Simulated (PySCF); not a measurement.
Bonds broken one at a time in the series SiH2Cl-X. Gas-phase values, no solvent. One relaxed conformer stands for each flexible species; it need not be the lowest. Strings in code marks are SMILES.

The numbers are results of B3LYP-D3(BJ)/def2-TZVP run with PySCF 2.14.0, not measurements. All candidates: neutral, multiplicity 2. B3LYP has the VWN-RPA correlation part, as in Gaussian. 

| Property | Value |
|---|---|
| dipole moment | 1.19 D |
| highest occupied spin orbital | -6.29 eV |

Identify which member has these values.
A) `C#C[SiH2]`
B) `[C]#C`
C) `[SiH2]Cl`
D) `[SH]`

C, `[SiH2]Cl`. The others give `[C]#C`: 0.78 D, -8.37 eV; `[SH]`: 0.86 D, -7.17 eV; `C#C[SiH2]`: 0.46 D, -5.92 eV
